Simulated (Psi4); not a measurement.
# doublet AlH5S− at 3 levels

We compute a comparison of 3 runs (UB3LYP/aug-cc-pVDZ, UM06-2X/aug-cc-pVDZ, UPBE0/aug-cc-pVDZ) of doublet AlH5S−. 

Program for the calculation: Psi4 1.11.

1 further run of the same task is left out (set aside as unsound or not needed).

### Step 1. The system as given

AlH5S−: 7 atoms, total charge -1, spin state doublet. SMILES of the parent species: `[H][Al]([H])([H])<-[SH2]`. The shape comes from GFN2-xTB, which is rough for such elements, and wasn't checked as a minimum. That shape belongs to the parent species and isn't relaxed for this state.

Bond lengths: Al1–S2 2.471 Å, S2–H3 1.332 Å, S2–H4 1.332 Å, Al1–H5 1.563 Å, Al1–H6 1.577 Å, Al1–H7 1.563 Å. Angles: Al1–S2–H3 90.6°, Al1–S2–H4 90.1°, S2–Al1–H5 96.0°, S2–Al1–H6 92.1°, S2–Al1–H7 95.6°, H3–S2–H4 92.6°, H5–Al1–H6 118.7°, H5–Al1–H7 120.8°, H6–Al1–H7 118.6°.

### Step 2. A single-point energy at UB3LYP/aug-cc-pVDZ (run 1)

job.dat reads:

```
memory 1.6 GB

molecule geom {
  -1 2
  Al     0.129800    -0.221970    -1.011590
  S      0.151830    -0.251940     1.458910
  H      0.512600     1.030130     1.485280
  H     -1.145480     0.049310     1.476400
  H      1.682150    -0.187190    -1.188640
  H     -0.666140     1.139260    -1.046260
  H     -0.664760    -1.557600    -1.174090
  symmetry c1
}

set reference uks
set puream true
set e_convergence 1e-09
set d_convergence 1e-08
set scf_type pk
set dft_radial_points 99
set dft_spherical_points 590
set maxiter 200

e_tot, wfn = energy('b3lyp/aug-cc-pVDZ', return_wfn=True)
oeprop(wfn, 'WIBERG_LOWDIN_INDICES', 'MAYER_INDICES', 'MULLIKEN_CHARGES', title='B3LYP')
```

On the command line:

```console
psi4 -n 1 job.dat job.out
```

job.out:

```text
[...]
  Running in c1 symmetry.
[...]
  Nuclear repulsion =   85.549490768182579
[...]
  Multiplicity = 2
[...]
  Nalpha       = 18
  Nbeta        = 17
[...]
    Number of basis functions: 99
[...]
   @UKS iter   1:  -643.40351449226989   -1.23012e-01   4.33903e-03 DIIS/ADIIS
[...]
   @UKS iter  15:  -643.64158358787904   -8.94715e-11   8.71155e-09 DIIS
[...]
   @S^2 Observed:                7.502668134E-01
[...]
  @UKS Final Energy:  -643.64158358787904
   => Energetics <=
    Nuclear Repulsion Energy =             85.5494907681825794
    One-Electron Energy =               -1064.6941854766596407
    Two-Electron Energy =                 372.8277738877986280
    DFT Exchange-Correlation Energy =     -37.3246627672005786
    Empirical Dispersion Energy =           0.0000000000000000
    VV10 Nonlocal Energy =                  0.0000000000000000
    Total Energy =                       -643.6415835878790404
[...]
 Multipole Moments:
 ------------------------------------------------------------------------------------
     Multipole            Electronic (a.u.)      Nuclear  (a.u.)        Total (a.u.)
 ------------------------------------------------------------------------------------
 L = 1.  Multiply by 2.5417464519 to convert [e a0] to [Debye]
 Dipole X            :          1.2042605           -0.8580362            0.3462243
 Dipole Y            :         -2.0577889            1.4461896           -0.6115993
 Dipole Z            :          0.1983430           -0.5609049           -0.3625619
 Magnitude           :                                                    0.7908072
[...]
  Mulliken Charges: (a.u.)
   Center  Symbol    Alpha    Beta     Spin     Total
       1    AL     8.12181  6.79613  1.32568 -1.91794
       2     S     7.40644  7.97704 -0.57060  0.61652
       3     H     0.73134  0.44481  0.28653 -0.17615
       4     H     0.72164  0.44395  0.27769 -0.16560
       5     H     0.40080  0.45046 -0.04966  0.14875
       6     H     0.21870  0.43755 -0.21885  0.34375
       7     H     0.39927  0.45006 -0.05079  0.15067
   Total alpha = 18.00000, Total beta = 17.00000, Total charge = -1.00000
  Mayer Bond Indices:
[...]
```

Wall time 51 s (1 thread of AMD EPYC 7R43 (Zen 3), shared host); peak memory 0.86 GiB.

### Step 3. A single-point energy at UM06-2X/aug-cc-pVDZ (run 2)

alh5s.in reads:

```
memory 1.6 GB

molecule geom {
  -1 2
  Al
  S 1 R2
  H 2 R3 1 A3
  H 2 R4 3 A4 1 D4
  H 1 R5 2 A5 4 D5
  H 1 R6 5 A6 2 D6
  H 1 R7 5 A7 6 D7

  R2 = 2.47078
  R3 = 1.332124
  A3 = 90.60356
  R4 = 1.331942
  A4 = 92.62772
  D4 = -90.12532
  R5 = 1.562801
  A5 = 96.00935
  D5 = 165.71672
  R6 = 1.577235
  A6 = 118.65736
  D6 = 95.73162
  R7 = 1.562575
  A7 = 120.81947
  D7 = 164.03133
  symmetry c1
  no_reorient
  no_com
}

set {
  basis                aug-cc-pVDZ
  reference            uks
  puream               true
  e_convergence        1e-09
  d_convergence        1e-08
  scf_type             pk
  dft_radial_points    99
  dft_spherical_points 590
  maxiter              200
}

energy("m06-2x")
print_variables()
```

On the command line:

```console
psi4 alh5s.in alh5s.out -n 1
```

alh5s.out:

```text
[...]
  Running in c1 symmetry.
[...]
  Nuclear repulsion =   85.549489793578985
[...]
  Multiplicity = 2
[...]
  Nalpha       = 18
  Nbeta        = 17
[...]
    Number of basis functions: 99
[...]
   @UKS iter   1:  -643.35372251585363   -1.85891e-01   3.64326e-03 ADIIS/DIIS
[...]
   @UKS iter  17:  -643.53206579020673   -5.00222e-12   2.57793e-09 DIIS
[...]
   @S^2 Observed:                7.506234297E-01
[...]
    Orbital Energies [Eh]
    ---------------------
    Alpha Occupied:
       1A    -89.827817     2A    -56.705571     3A     -8.175008
       4A     -6.092153     5A     -6.090286     6A     -6.087085
       7A     -4.219986     8A     -2.722985     9A     -2.718813
      10A     -2.718799    11A     -0.739300    12A     -0.399067
      13A     -0.357931    14A     -0.322312    15A     -0.227027
      16A     -0.208965    17A     -0.200914    18A      0.029786
    Alpha Virtual:
      19A      0.093421    20A      0.093776    21A      0.095923
      22A      0.128538    23A      0.136203    24A      0.143771
      25A      0.155350    26A      0.165191    27A      0.175359
[...]
  @UKS Final Energy:  -643.53206579020673
   => Energetics <=
    Nuclear Repulsion Energy =             85.5494897935789851
    One-Electron Energy =               -1064.8145242244256679
    Two-Electron Energy =                 357.6597810473708137
    DFT Exchange-Correlation Energy =     -21.9268124067308428
    Empirical Dispersion Energy =           0.0000000000000000
    VV10 Nonlocal Energy =                  0.0000000000000000
    Total Energy =                       -643.5320657902067296
[...]
 Multipole Moments:
 ------------------------------------------------------------------------------------
     Multipole            Electronic (a.u.)      Nuclear  (a.u.)        Total (a.u.)
 ------------------------------------------------------------------------------------
 L = 1.  Multiply by 2.5417464519 to convert [e a0] to [Debye]
 Dipole X            :         -1.6373476            1.2106816           -0.4266660
 Dipole Y            :          1.5724187           -1.1546077            0.4178109
 Dipole Z            :         -0.4129914           -0.5860338           -0.9990252
 Magnitude           :                                                    1.1638991
[...]
```

Run time: 2.3 min. Hardware: 1 thread of AMD EPYC 7R43 (Zen 3), shared host; peak memory 0.93 GiB.

### Step 4. The energy at UPBE0/aug-cc-pVDZ (run 3)

job.dat reads:

```
memory 1600 MB

molecule molecule1 {
  -1 2
  Al
  S 1 r2
  H 2 r3 1 a3
  H 2 r4 3 a4 1 d4
  H 1 r5 2 a5 4 d5
  H 1 r6 5 a6 2 d6
  H 1 r7 5 a7 6 d7

  r2 = 2.47078
  r3 = 1.332124
  a3 = 90.60356
  r4 = 1.331942
  a4 = 92.62772
  d4 = -90.12532
  r5 = 1.562801
  a5 = 96.00935
  d5 = 165.71672
  r6 = 1.577235
  a6 = 118.65736
  d6 = 95.73162
  r7 = 1.562575
  a7 = 120.81947
  d7 = 164.03133
  symmetry c1
}

set globals {
  basis                aug-cc-pVDZ
  reference            uks
  puream               true
  e_convergence        1e-09
  d_convergence        1e-08
  scf_type             pk
  dft_radial_points    99
  dft_spherical_points 590
  maxiter              200
}

e, wfn = energy("pbe0", return_wfn=True)
```

On the command line:

```console
psi4 -i job.dat -o job.out -n 1
```

job.out:

```text
[...]
  Running in c1 symmetry.
[...]
  Nuclear repulsion =   85.549489793578985
[...]
  Multiplicity = 2
[...]
  Nalpha       = 18
  Nbeta        = 17
[...]
    Number of basis functions: 99
[...]
   @UKS iter   1:  -643.12279874845751   -1.43281e-01   4.04195e-03 ADIIS/DIIS
[...]
   @UKS iter  15:  -643.33262414990099   -8.16271e-11   9.64002e-09 DIIS
[...]
   @S^2 Observed:                7.504007985E-01
[...]
    Orbital Energies [Eh]
    ---------------------
    Alpha Occupied:
       1A    -88.950935     2A    -56.003042     3A     -7.921488
       4A     -5.857285     5A     -5.854317     6A     -5.850074
       7A     -4.019195     8A     -2.552287     9A     -2.546738
      10A     -2.546726    11A     -0.677310    12A     -0.358828
      13A     -0.311264    14A     -0.280844    15A     -0.189168
      16A     -0.167783    17A     -0.160149    18A      0.042349
    Alpha Virtual:
      19A      0.080423    20A      0.083066    21A      0.086866
      22A      0.108931    23A      0.117329    24A      0.131922
      25A      0.136870    26A      0.150127    27A      0.158789
[...]
  @UKS Final Energy:  -643.33262414990099
   => Energetics <=
    Nuclear Repulsion Energy =             85.5494897935789851
    One-Electron Energy =               -1064.7173216673268143
    Two-Electron Energy =                 370.5981606828446502
    DFT Exchange-Correlation Energy =     -34.7629529589978787
    Empirical Dispersion Energy =           0.0000000000000000
    VV10 Nonlocal Energy =                  0.0000000000000000
    Total Energy =                       -643.3326241499009939
[...]
 Multipole Moments:
 ------------------------------------------------------------------------------------
     Multipole            Electronic (a.u.)      Nuclear  (a.u.)        Total (a.u.)
 ------------------------------------------------------------------------------------
 L = 1.  Multiply by 2.5417464519 to convert [e a0] to [Debye]
 Dipole X            :         -1.8974748            1.2106816           -0.6867933
 Dipole Y            :          1.8342198           -1.1546077            0.6796121
 Dipole Z            :         -0.1939990           -0.5860338           -0.7800329
 Magnitude           :                                                    1.2417765
[...]
```

Wall time 45 s (1 thread of AMD EPYC 7R43 (Zen 3), shared host); peak memory 0.86 GiB.

### Step 5. Overview of the runs

```tsv
run	level	properties	energy (Eh)	HOMO energy (eV)	LUMO energy (eV)	⟨S²⟩	wall time
1	UB3LYP/aug-cc-pVDZ	(wiberg, mayer, mulliken)	-643.641584	1.24	2.10	0.750	51 s
2	UM06-2X/aug-cc-pVDZ	–	-643.532066	0.81	2.54	0.751	2.3 min
3	UPBE0/aug-cc-pVDZ	–	-643.332624	1.15	2.19	0.750	45 s
```

### Step 6. What came out

| quantity | value |
| --- | --- |
| run 3: total energy | -643.33262 Eh |
| run 3: HOMO energy (highest over α and β) | 1.15 eV |
| run 3: LUMO energy (lowest over α and β) | 2.19 eV |
| run 3: ⟨S²⟩ | 0.750 |

Totals of different functionals can't be ranked against each other. In runs 1, 2, 3 the HOMO lies above zero, so the outermost electron may be held by the basis alone. All runs together took 3.9 min, the longest 2.3 min.
